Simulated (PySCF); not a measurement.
Geometry:
```
atom   x (Å)   y (Å)   z (Å)
  O1   1.725  -1.963   0.607
  C2   1.208  -1.041   0.075
 Cl3   1.986  -0.292  -1.376
  C4  -0.059  -0.397   0.473
  C5  -0.275   1.092   0.324
  C6  -1.022   0.159  -0.551
  H7  -0.478  -0.888   1.355
  H8   0.543   1.663  -0.121
  H9  -0.795   1.583   1.150
 H10  -2.082  -0.022  -0.358
 H11  -0.717   0.088  -1.597
```

Geometry: PBE0-D3(BJ)/def2-SVP; GIAO shifts from PySCF 2.14, gas phase, non-relativistic, averaged over equivalent atoms.

At CAM-B3LYP/pcSseg-2 (293 basis functions, 55 s wall time on 1 thread of an Arm Neoverse V2, shared host):
```tsv
atoms	δ (ppm)
O1	576.0
C2	192.8
C4	25.6
C5/C6	12.0
Cl3	384.2
H7	1.79
H8/H11	1.46
H9/H10	1.04
```

Scale: 17O (329.76 ppm) against H2O; 13C (182.55 ppm) and 1H (31.34 ppm) vs TMS; HCl for 35Cl (934.42 ppm) (reference shieldings calculated alike).

Estimate the result of repeating the calculation with wB97X-D/pcSseg-2.

Results:


```json
{"atoms": "O1", "δ at wB97X-D/pcSseg-2": "571.3", "change": "-4.7"}
{"atoms": "C2", "δ at wB97X-D/pcSseg-2": "190.1", "change": "-2.7"}
{"atoms": "C4", "δ at wB97X-D/pcSseg-2": "26.0", "change": "+0.4"}
{"atoms": "C5/C6", "δ at wB97X-D/pcSseg-2": "12.9", "change": "+0.9"}
{"atoms": "Cl3", "δ at wB97X-D/pcSseg-2": "374.8", "change": "-9.4"}
{"atoms": "H7", "δ at wB97X-D/pcSseg-2": "1.79", "change": "+0.00"}
{"atoms": "H8/H11", "δ at wB97X-D/pcSseg-2": "1.46", "change": "+0.00"}
{"atoms": "H9/H10", "δ at wB97X-D/pcSseg-2": "1.03", "change": "-0.01"}
```

δ = σ(ref) − σ, references computed at the same level: H2O for 17O (326.83 ppm); 13C (184.42 ppm), 1H (31.36 ppm) vs TMS; HCl for 35Cl (935.79 ppm).

The largest change is at Cl3 (chlorine bonded to C). Cost: 293 basis functions, 54 s wall time on 1 thread of an Arm Neoverse V2, shared host. The order of the carbon signals is the same at both levels.

Carbons that carry Cl, above all several Cl atoms, come out too deshielded, partly because spin–orbit coupling is missing. Unscaled 17O shifts of doubly bonded oxygen tend to come out too high, by tens of ppm or more. Experimental scales use liquid or dissolved standards, which lie at an offset from isolated H2O (liquid H2O: subtract about 36 ppm).
